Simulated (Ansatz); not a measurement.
A short molecular-dynamics run on BCl₂H (`ClBCl`).

```yaml
crystal:
  periodic: [false, false, false]
  atoms:
    - {symbol: Cl, position_ang: [-1.520740, -0.680178, -0.004176]}
    - {symbol: B, position_ang: [0.026401, 0.100158, -0.068738]}
    - {symbol: Cl, position_ang: [1.410714, -0.614525, 0.692605]}
    - {symbol: H, position_ang: [0.139025, 1.134246, -0.639991]}
basis:
  gaussian: {orbitals: def2-SVP}
hamiltonian: {xc: {name: revPBE}, dispersion: d4}
md: {timestep: 0.5 fs, n_steps: 20, ensemble: nvt_nose_hoover, temperature: 500, initial_velocities: maxwell_boltzmann, seed: 568}
```

```sh
$ ansatz run in.yaml --threads 2 --pin off --events-out ev --progress --plain --max-ram 32768MiB --backend cpu
```

```
step  time (fs)  potential energy (eV)  kinetic (eV)  T (K)  conserved (eV)
   0        0.0            -25726.8978        0.1293    500     -25726.7685
   1        0.5            -25726.9024        0.1339    518     -25726.7686
   2        1.0            -25726.9004        0.1319    510     -25726.7685
   3        1.5            -25726.8921        0.1237    478     -25726.7684
   4        2.0            -25726.8792        0.1109    429     -25726.7683
   5        2.5            -25726.8641        0.0960    371     -25726.7681
   6        3.0            -25726.8492        0.0812    314     -25726.7680
   7        3.5            -25726.8366        0.0687    266     -25726.7679
   8        4.0            -25726.8278        0.0600    232     -25726.7678
   9        4.5            -25726.8238        0.0560    217     -25726.7678
  10        5.0            -25726.8246        0.0567    219     -25726.7679
  11        5.5            -25726.8294        0.0615    238     -25726.7680
  12        6.0            -25726.8369        0.0689    267     -25726.7681
  13        6.5            -25726.8451        0.0770    298     -25726.7682
  14        7.0            -25726.8517        0.0833    322     -25726.7684
  15        7.5            -25726.8542        0.0857    332     -25726.7685
  16        8.0            -25726.8510        0.0825    319     -25726.7685
  17        8.5            -25726.8417        0.0733    284     -25726.7685
  18        9.0            -25726.8275        0.0594    230     -25726.7683
  19        9.5            -25726.8114        0.0435    168     -25726.7680
  20       10.0            -25726.7974        0.0298    115     -25726.7678
```

Velocities are drawn at the set temperature; a run this short doesn't reach equilibrium.

Frames (Å, forces in eV/Å):

```xyz
4
time=0.0 fs
Cl   -1.521   -0.680   -0.004   -0.493   -0.243    0.017
B     0.026    0.100   -0.069   -0.003   -0.030    0.017
Cl    1.411   -0.615    0.693    0.442   -0.222    0.240
H     0.139    1.134   -0.640    0.054    0.496   -0.274
4
time=0.5 fs
Cl   -1.520   -0.680   -0.004   -0.509   -0.245   -0.008
B     0.026    0.099   -0.071    0.069    0.339   -0.102
Cl    1.410   -0.615    0.693    0.449   -0.238    0.228
H     0.146    1.154   -0.634   -0.009    0.144   -0.117
4
time=1.0 fs
Cl   -1.519   -0.680   -0.003   -0.523   -0.245   -0.033
B     0.026    0.097   -0.074    0.141    0.694   -0.205
Cl    1.409   -0.615    0.693    0.454   -0.252    0.215
H     0.153    1.175   -0.629   -0.072   -0.196    0.023
4
time=1.5 fs
Cl   -1.519   -0.681   -0.003   -0.535   -0.244   -0.057
B     0.026    0.096   -0.077    0.210    1.014   -0.283
Cl    1.408   -0.615    0.693    0.457   -0.264    0.201
H     0.159    1.195   -0.624   -0.132   -0.506    0.140
4
time=2.0 fs
Cl   -1.518   -0.681   -0.002   -0.545   -0.242   -0.081
B     0.026    0.095   -0.080    0.274    1.286   -0.332
Cl    1.408   -0.615    0.693    0.458   -0.273    0.185
H     0.166    1.214   -0.618   -0.187   -0.771    0.227
4
time=2.5 fs
Cl   -1.518   -0.681   -0.001   -0.550   -0.237   -0.103
B     0.026    0.094   -0.083    0.329    1.503   -0.351
Cl    1.407   -0.615    0.693    0.456   -0.280    0.168
H     0.171    1.231   -0.612   -0.235   -0.986    0.286
4
time=3.0 fs
Cl   -1.517   -0.681   -0.001   -0.552   -0.231   -0.125
B     0.026    0.094   -0.086    0.376    1.664   -0.343
Cl    1.406   -0.615    0.693    0.452   -0.284    0.150
H     0.177    1.245   -0.605   -0.275   -1.149    0.318
4
time=3.5 fs
Cl   -1.517   -0.681    0.000   -0.549   -0.222   -0.146
B     0.026    0.094   -0.089    0.411    1.769   -0.310
Cl    1.405   -0.615    0.694    0.445   -0.286    0.131
H     0.181    1.257   -0.597   -0.308   -1.260    0.325
4
time=4.0 fs
Cl   -1.516   -0.682    0.000   -0.541   -0.211   -0.166
B     0.026    0.095   -0.092    0.436    1.819   -0.254
Cl    1.405   -0.615    0.694    0.437   -0.286    0.111
H     0.185    1.266   -0.588   -0.332   -1.321    0.309
4
time=4.5 fs
Cl   -1.516   -0.682    0.001   -0.528   -0.198   -0.186
B     0.026    0.095   -0.095    0.450    1.815   -0.178
Cl    1.404   -0.615    0.694    0.426   -0.284    0.090
H     0.188    1.272   -0.579   -0.348   -1.333    0.274
4
time=5.0 fs
Cl   -1.515   -0.682    0.001   -0.511   -0.183   -0.205
B     0.027    0.097   -0.098    0.451    1.757   -0.083
Cl    1.404   -0.615    0.694    0.414   -0.280    0.068
H     0.191    1.274   -0.569   -0.355   -1.294    0.219
4
time=5.5 fs
Cl   -1.515   -0.682    0.002   -0.488   -0.165   -0.223
B     0.027    0.098   -0.101    0.440    1.643    0.031
Cl    1.403   -0.616    0.694    0.401   -0.274    0.045
H     0.192    1.273   -0.559   -0.353   -1.203    0.147
4
time=6.0 fs
Cl   -1.515   -0.683    0.002   -0.461   -0.146   -0.241
B     0.028    0.100   -0.105    0.416    1.469    0.163
Cl    1.403   -0.616    0.695    0.387   -0.267    0.022
H     0.193    1.270   -0.548   -0.342   -1.057    0.057
4
time=6.5 fs
Cl   -1.514   -0.683    0.003   -0.429   -0.124   -0.259
B     0.029    0.102   -0.108    0.378    1.235    0.312
Cl    1.402   -0.616    0.695    0.372   -0.258   -0.002
H     0.192    1.264   -0.537   -0.321   -0.853   -0.051
4
time=7.0 fs
Cl   -1.514   -0.683    0.003   -0.394   -0.101   -0.276
B     0.029    0.105   -0.111    0.328    0.939    0.477
Cl    1.402   -0.616    0.695    0.356   -0.247   -0.026
H     0.191    1.256   -0.526   -0.289   -0.591   -0.175
4
time=7.5 fs
Cl   -1.514   -0.684    0.003   -0.356   -0.076   -0.293
B     0.030    0.108   -0.114    0.265    0.587    0.655
Cl    1.401   -0.617    0.695    0.339   -0.233   -0.051
H     0.190    1.246   -0.516   -0.249   -0.277   -0.312
4
time=8.0 fs
Cl   -1.514   -0.684    0.004   -0.317   -0.051   -0.308
B     0.031    0.111   -0.117    0.194    0.191    0.840
Cl    1.401   -0.617    0.695    0.323   -0.219   -0.075
H     0.187    1.236   -0.506   -0.200    0.078   -0.457
4
time=8.5 fs
Cl   -1.513   -0.684    0.004   -0.276   -0.025   -0.323
B     0.032    0.114   -0.119    0.117   -0.229    1.024
Cl    1.400   -0.617    0.696    0.307   -0.202   -0.099
H     0.185    1.226   -0.498   -0.148    0.456   -0.602
4
time=9.0 fs
Cl   -1.513   -0.685    0.005   -0.236    0.001   -0.336
B     0.033    0.117   -0.122    0.039   -0.642    1.197
Cl    1.400   -0.617    0.696    0.291   -0.184   -0.122
H     0.181    1.217   -0.491   -0.095    0.825   -0.739
4
time=9.5 fs
Cl   -1.513   -0.685    0.005   -0.197    0.025   -0.348
B     0.034    0.119   -0.124   -0.033   -1.010    1.347
Cl    1.400   -0.618    0.696    0.277   -0.164   -0.144
H     0.178    1.210   -0.485   -0.047    1.149   -0.855
4
time=10.0 fs
Cl   -1.513   -0.685    0.005   -0.160    0.048   -0.358
B     0.035    0.122   -0.126   -0.094   -1.294    1.460
Cl    1.399   -0.618    0.696    0.264   -0.144   -0.164
H     0.175    1.206   -0.482   -0.009    1.390   -0.938
```

Run time 8.5 s (2 threads of an AMD EPYC 7R13 on a shared host); peak host memory 0.27 GiB.
